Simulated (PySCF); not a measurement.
Simulated outer-valence photoelectron spectrum of `CP1CC1`. Computed with EOM-IP-CCSD/aug-cc-pVDZ in PySCF, restricted Hartree–Fock reference, 8 core orbitals frozen, non-relativistic, gas phase, PBE0-D3(BJ)/def2-SVP geometry.

Each root has a Gaussian of 0.8 eV full width with its one-hole share as area; cross sections and vibrations are left out, and the highest printed point is 100.

ionisation energy (eV), intensity and a bar:
```
      8.0          0 
      8.2          1 
      8.4          5 #
      8.6         16 #####
      8.8         35 ###########
      9.0         60 ##################
      9.2         78 ########################
      9.4         80 ########################
      9.6         65 ###################
      9.8         40 ############
     10.0         19 ######
     10.2          7 ##
     10.4          6 ##
     10.6         14 ####
     10.8         29 #########
     11.0         44 #############
     11.2         47 ##############
     11.4         35 ###########
     11.6         19 ######
     11.8          7 ##
     12.0          4 #
     12.2          7 ##
     12.4         19 ######
     12.6         35 ###########
     12.8         48 ##############
     13.0         48 ##############
     13.2         41 ############
     13.4         41 ############
     13.6         53 ################
     13.8         71 #####################
     14.0         88 ##########################
     14.2        100 ##############################
     14.4         99 ##############################
     14.6         78 #######################
     14.8         48 ##############
     15.0         22 #######
     15.2         10 ###
     15.4         13 ####
     15.6         26 ########
     15.8         41 ############
     16.0         47 ##############
     16.2         38 ###########
     16.4         21 ######
     16.6          9 ###
     16.8          2 #
     17.0          0
```

Problem. Where are the maxima, and how many lines lie under the curve?

Solution. 5 maxima, at 9.3, 11.1, 12.9, 14.3 and 16.0 eV, from 8 lines. At this width some lines have no maximum of their own.

Problem. List the lines with their holes.

Solution. 
| E (eV) | leading hole (HF orbital) | area | Koopmans (eV) |
| --- | --- | --- | --- |
| 9.13 | HOMO | 0.95 | 9.59 |
| 9.51 | HOMO-1 | 0.96 | 9.92 |
| 11.14 | HOMO-2 | 0.95 | 12.04 |
| 12.87 | HOMO-3 | 0.95 | 13.97 |
| 13.78 | HOMO-4 | 0.94 | 14.98 |
| 14.28 | HOMO-5 | 0.95 | 15.36 |
| 14.50 | HOMO-6 | 0.94 | 15.80 |
| 15.97 | HOMO-7 | 0.94 | 17.46 |

The widest gap, 1.73 eV, lies between 11.14 and 12.87 eV. Only orbitals with −ε under 21 eV, eight at most, were ionised, so the high end of the curve may lack lines.
